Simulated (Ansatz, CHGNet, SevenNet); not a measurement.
## Ladder of methods for the elastic constant C12 of rock-salt TiC

Reference value: 113 GPa (measured, temperature not stated, no zero-point or thermal correction, sources range from 106 to 113; as tabulated in Jochym et al. (1999), arXiv:1301.6077).

Task: What do CHGNet 0.3.0, CHGNet-r²SCAN, SevenNet-l3i5, LDA, PBE, PBEsol, r²SCAN, HSE06 give, and how far is each from the reference?

Result: 
```tsv
level (code)	value (GPa)	cell (Å³/atom)	difference (%)
CHGNet 0.3.0 (CHGNet)	213	10.17	+88
CHGNet-r²SCAN (CHGNet)	263	10.16	+133
SevenNet-l3i5 (SevenNet)	93.4	10.18	-17.3
LDA (Ansatz)	129	9.67	+14.2
PBE (Ansatz)	121	10.17	+7.1
PBEsol (Ansatz)	123	9.89	+8.8
r²SCAN (Ansatz)	129	10.13	+14.2
HSE06 (Ansatz)	138	9.97	+22
```

The reference's temperature isn't stated, so close values are not ranked against it. Off by more than 25 % (a bound picked here): CHGNet 0.3.0 (+88 %), CHGNet-r²SCAN (+133 %).

The reference has no zero-point or thermal correction, while the calculations are for a static lattice, so the differences are not the levels' errors alone.  HSE06: hybrids on metals are sensitive to the k mesh. Each level is taken at its own relaxed cell. Cutoffs and k meshes differ between the levels. Ansatz's density-functional and Hartree–Fock values are scalar-relativistic unless marked +SOC, with PAW data made under PBE.

Machine-learned potentials (CHGNet 0.3.0, CHGNet-r²SCAN, SevenNet-l3i5) are trained on DFT data, which may include these solids.

Differences are worked out from the printed values.

Ansatz is an electronic-structure program.
